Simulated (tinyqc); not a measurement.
Extended Hueckel theory, for CH2, step by step. One step of it, computed by the program tinyqc.

Task: Mulliken analysis. P = C n C^T; charge = valence electrons (C 4, H 1) minus the sum of (P S)_ii on the atom; overlap population = 2 sum P_ij S_ij between two atoms.

coefficients, order 1C 2s, 1C 2px, 1C 2py, 1C 2pz, 2H 1s, 3H 1s:
```
[[0.733394, 0.000000, -0.303413, 0.000000, 0.000000, 1.027875],
 [0.000000, 0.000000, 0.000000, 1.000000, 0.000000, 0.000000],
 [0.000000, 0.526789, 0.000000, 0.000000, 1.106688, 0.000000],
 [-0.018251, 0.000000, 0.889995, 0.000000, 0.000000, 0.654581],
 [0.249985, 0.448409, 0.161315, 0.000000, -0.801681, -0.877965],
 [0.249985, -0.448409, 0.161315, 0.000000, 0.801681, -0.877965]]
```

occupations: [2.000000, 2.000000, 2.000000, 0.000000, 0.000000, 0.000000]

overlap S, order 1C 2s, 1C 2px, 1C 2py, 1C 2pz, 2H 1s, 3H 1s:
```
[[1.000000, 0.000000, 0.000000, 0.000000, 0.446883, 0.446883],
 [0.000000, 1.000000, 0.000000, 0.000000, 0.000000, 0.000000],
 [0.000000, 0.000000, 1.000000, 0.000000, 0.385768, -0.385768],
 [0.000000, 0.000000, 0.000000, 1.000000, 0.253505, 0.253505],
 [0.446883, 0.000000, 0.385768, 0.253505, 1.000000, 0.109782],
 [0.446883, 0.000000, -0.385768, 0.253505, 0.109782, 1.000000]]
```

Give: charges; Overlap populations.

Result:

charges: [-0.1454, 0.0727, 0.0727]

Overlap populations:
```
pair      value
2-1    0.745686
3-1    0.745686
3-2   -0.049426
```
